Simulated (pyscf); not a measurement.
A first-order saddle from PySCF, ωB97X-D3(BJ)/def2-SVP:

```xyz
15

Si     1.7031    -0.6201    -1.1599
O      0.3039    -0.9052    -0.2836
Si    -1.2140    -0.2628    -0.4117
O     -1.3963     1.4761     0.1536
Si    -1.5104     2.1283     1.7299
H      2.2376     0.7415    -0.8760
H      2.7000    -1.6186    -0.6814
H      1.4980    -0.8090    -2.6202
H     -2.1548    -0.6965    -1.4694
H     -1.8239    -0.7776     0.8620
H     -2.8180     1.7095     2.2854
H     -0.3822     1.6114     2.5431
H     -1.4274     3.6001     1.5647
H     -0.8828     1.7366    -0.7639
F     -0.4733     0.9795    -1.7495
```

Surface: singlet, charge 0. Lowest wavenumbers (cm⁻¹): 539i, 27, 60, 75, 127.

### Question
Which two sides does it connect, and which bonds change?

### Answer
H₃Si–O–SiH₂–O–SiH₃ (SMILES [SiH3]O[SiH2]O[SiH3]) + HF (SMILES F) ⇌ F–SiH₂–O–SiH₃ (SMILES F[SiH2]O[SiH3]) + HO–SiH₃ (SMILES O[SiH3]), a four-centre exchange read from left to right: O–Si, F–H broken and F–Si, H–O formed. At ωB97M-D3(BJ)/def2-TZVP it lies +17.3 kcal/mol from the left side and +23.9 kcal/mol from the right (each side as separated species at their lowest minima found). On the reactant side the descent ends in a complex, 6.8 kcal/mol under the separated species and 24.7 kcal/mol under the saddle at ωB97X-D3(BJ)/def2-TZVP. On the product side the descent ends in a complex (not fully relaxed), 4.9 kcal/mol under the separated species and 27.4 kcal/mol under the saddle at ωB97X-D3(BJ)/def2-TZVP. This is the saddle that the search found; another between the same sides may lie lower.
